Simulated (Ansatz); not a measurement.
**Rhodium, fcc: convergence with the plane-wave cutoff**

Computed with Ansatz, LDA, scalar-relativistic PAW, on the relaxed cell (a = 3.755 Å; spin not included). Errors count from a run at 420 eV on a Γ-centred 24×24×24 mesh with Fermi-Dirac smearing of 0.1 eV, extrapolated to zero width. Fixed here: mesh 14×14×14, Fermi-Dirac width 0.1 eV. The pressure holds a Pulay correction and is unreliable far below the recommended cutoff. The SCF starts from atomic densities corrected by a trained network.

```
cutoff (eV)  E(σ→0) error (meV/atom)  P (GPa)  SCF iterations
        200                  10984.7   -27.58               7
        250                   1718.9    15.93               6
        300                    183.7     1.32               6
        350                     15.6    -0.11               6
        420                      1.1    -0.02               6
        500                     -0.2    -0.03               6
        600                     -0.5    -0.03               6
        800                     -0.7    -0.03               6
```

Q: What does the run at 150 give (cutoff)?

A: E(σ→0) error (meV/atom): 51283.5; P (GPa): -155.52; SCF iterations: 6.

Within 5 meV/atom of the last row: from 420 eV on.
